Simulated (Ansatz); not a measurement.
# (H2Al-mu-Cl)2 (Al₂H₄Cl₂): inputs that go wrong

2 inputs were typed for (H2Al-mu-Cl)2 (Al₂H₄Cl₂). Each is run as it stands; the log then has to tell whether the result can be used.

Method: the settings change from run to run; program: Ansatz 0.2.0, Gaussian basis.

## (1) The molecule

The structure was relaxed beforehand with r2SCAN-D4/def2-SVP.

8 atoms, charge 0, spin multiplicity 1.

Atoms are counted from 1 here; the program's logs count them from 0.

Bond lengths: Al1–H2 1.575 Å, Al1–H3 1.575 Å, Al1–Cl4 2.324 Å, Al1–Cl8 2.324 Å, Cl4–Al5 2.324 Å, Al5–H6 1.575 Å, Al5–H7 1.575 Å, Al5–Cl8 2.324 Å. Angles: H2–Al1–H3 127.6°, H2–Al1–Cl4 108.2°, H2–Al1–Cl8 108.2°, H3–Al1–Cl4 108.2°, H3–Al1–Cl8 108.2°, Cl4–Al1–Cl8 89.7°, Al1–Cl4–Al5 90.3°, Cl4–Al5–H6 108.2°, Cl4–Al5–H7 108.2°, Cl4–Al5–Cl8 89.7°, H6–Al5–H7 127.6°, H6–Al5–Cl8 108.2°, H7–Al5–Cl8 108.2°, Al1–Cl8–Al5 90.3°.

As a file:

| atom | x (Å) | y (Å) | z (Å) |
| --- | --- | --- | --- |
| Al1 | -0.1386 | -0.9837 | -1.3147 |
| H2 | -0.3988 | -0.2733 | -2.6966 |
| H3 | 0.0052 | -2.5283 | -1.0398 |
| Cl4 | -1.6166 | -0.1017 | 0.2466 |
| Al5 | 0.1387 | 0.9835 | 1.3149 |
| H6 | 0.3987 | 0.2631 | 2.6917 |
| H7 | -0.0036 | 2.5301 | 1.0508 |
| Cl8 | 1.6151 | 0.1103 | -0.2528 |

## (2) Try 1

Contents of in.yaml:

```yaml
crystal:
  periodic: [false, false, false]
  atoms:
    - {symbol: Al, position_ang: [-0.138628, -0.983741, -1.314747]}
    - {symbol: H, position_ang: [-0.398792, -0.273273, -2.696621]}
    - {symbol: H, position_ang: [0.005203, -2.528317, -1.039766]}
    - {symbol: Cl, position_ang: [-1.616627, -0.101701, 0.246557]}
    - {symbol: Al, position_ang: [0.138677, 0.983478, 1.314937]}
    - {symbol: H, position_ang: [0.398693, 0.263143, 2.691719]}
    - {symbol: H, position_ang: [-0.003631, 2.530082, 1.050769]}
    - {symbol: Cl, position_ang: [1.615084, 0.110330, -0.252848]}
basis:
  gaussian: {orbitals: ANO-RCC-VTZP}
hamiltonian: {xc: {name: HF}}
correlation: {method: mp2, frozen_orbitals: {Al: 9}}
scf: {omitted_lower_state_checks: [starts]}
```

Started as:

```console
$ ansatz run in.yaml --threads 4 --pin off --events-out ev --progress --plain --max-ram 3916MiB
```

What it wrote:

```text
Functional definition: HF
  name "HF"
  cite "Fock, Z. Phys. 61, 126 (1930) doi:10.1007/BF01340294"
  parent pbe
  exchange = exact_x
  correlation = 0
these checks for a lower state are left out or cut short: starts
Error: "frozen_orbitals" has no count for H
```

Run time: 0.1 s. Hardware: 4 threads of Intel Xeon Platinum 8259CL at 2.50GHz, shared host.

What is wrong: The program refused the input. Frozen orbitals are typed for one element alone, and the program wants a count for each. To mend it, leave frozen_orbitals out, or give every element a count that its core really has.

## (3) Try 2

Contents of in.yaml:

```yaml
crystal:
  periodic: [false, false, false]
  atoms:
    - {symbol: Al, position_ang: [0.133825, -0.560879, -1.238559]}
    - {symbol: H, position_ang: [-0.444763, -0.428141, -2.965426]}
    - {symbol: H, position_ang: [-0.012729, -2.449887, -0.995239]}
    - {symbol: Cl, position_ang: [-1.508738, -0.197785, 0.507958]}
    - {symbol: Al, position_ang: [0.392850, 0.780254, 1.392836]}
    - {symbol: H, position_ang: [0.326107, -0.067740, 2.753182]}
    - {symbol: H, position_ang: [-0.104711, 2.605508, 1.108036]}
    - {symbol: Cl, position_ang: [1.385618, 0.139471, -0.139594]}
basis:
  gaussian: {orbitals: cc-pVTZ-DK}
hamiltonian: {xc: {name: HF}, dispersion: d2}
scf: {lower_state_search: full}
output: {forces: true}
```

Same command.

What it wrote:

```text
Error: YAML parse error: error: line 14 column 43: hamiltonian.dispersion: `d2` is not `none`, `rvv10`, `d3bj`, `d3bjatm`, `d4` or a map `{method: …, s8: …, a1: …, a2_bohr: …}` (numbers without units, a2 in bohr) or `{method: …, functional: …}`
  --> <input>:14:43
   |
12 | basis:
13 |   gaussian: {orbitals: cc-pVTZ-DK}
14 | hamiltonian: {xc: {name: HF}, dispersion: d2}
   |                                           ^ hamiltonian.dispersion: `d2` is not `none`, `rvv10`, `d3bj`, `d3bjatm`, `d4` or a map `{method: …, s8: …, a1: …, a2_bohr: …}` (numbers without units, a2 in bohr) or `{method: …, functional: …}`
15 | scf: {lower_state_search: full}
16 | output: {forces: true}
   |
```

Run time: 0.05 s. Hardware: 4 threads of Intel Xeon Platinum 8259CL at 2.50GHz, shared host.

**Diagnosis.** The program refused the input. d2 isn't among the dispersion terms that the program offers. Its coordinates are also moved off the relaxed structure. To mend it, name d3bj, d3bjatm, d4 or rvv10, or leave the key out.

## (4) Summary

| try | level | ended | cause | time |
| --- | --- | --- | --- | --- |
| 1 | MP2/ANO-RCC-VTZP | refused | frozen orbitals are typed for one element alone, and the program wants a count for each | 0.1 s |
| 2 | HF/cc-pVTZ-DK | refused | d2 isn't among the dispersion terms that the program offers | 0.05 s |

In words: 2 refused. A refusal costs next to no computing time.
